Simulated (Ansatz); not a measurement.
# BSiHO+ (quartet): wave-function methods side by side, def2-QZVPP

One table from this session's results is given with a row withheld; the runs are named, their logs left out.

Computed with Ansatz 0.2.0, Gaussian basis. Level: def2-QZVPP, core rule «outside noble gas», up to 7 orbitals frozen.

To be run: UHF; ROHF; CCSD(T) on UHF.

2 further runs of the same task are left out: 2 set aside as unsound or not needed.

## The geometry

The geometry is a PBE0/def2-TZVP stationary point (not a proven minimum) of the parent state, kept for this charge and spin.

4 atoms, charge 1, spin multiplicity 4.

Atoms are counted from 1 here; the program's logs count them from 0.

Bond lengths: B1–O2 1.301 Å, B1–H4 1.196 Å, O2–Si3 1.661 Å. Angles: O2–B1–H4 128.4°, B1–O2–Si3 176.8°.

The first run:

in.yaml

```yaml
crystal:
  periodic: [false, false, false]
  atoms:
    - {symbol: B, position_ang: [0.000012, -0.289616, 0.856663]}
    - {symbol: O, position_ang: [-0.000018, -0.171632, -0.439229]}
    - {symbol: Si, position_ang: [0.000003, -0.114843, -2.099559]}
    - {symbol: H, position_ang: [0.000004, 0.576091, 1.682126]}
basis:
  gaussian: {orbitals: "def2-QZVPP.json"}
total_charge: 1
magnetization: {spin_polarized: true, initial_magnetization: 3}
hamiltonian: {xc: hf}
output: {orbitals: {seedname: orbitals}}
```

Run with:

```
$ ansatz run in.yaml --threads 1 --pin off --events-out ev --progress --plain --max-ram 2393MiB
```

Steps of the session up to this table: UHF; ROHF; CCSD(T) on UHF.

One of the session's tables, all rows but one given; the rest of the session is left out.

It belongs to the step «Misses and costs». 

```
  method  from UCCSD(T) (meV)
    ROHF             +11028.1
     UHF                    ?
    UMP2               +839.6
   UCCSD               +503.7
UCCSD(T)                    0
```

Q: Estimate the row for UHF from the others.

**Answer.** from UCCSD(T) (meV): +10989.1. In the column «from UCCSD(T) (meV)» it lies between UMP2 (+839.6) and ROHF (+11028.1).
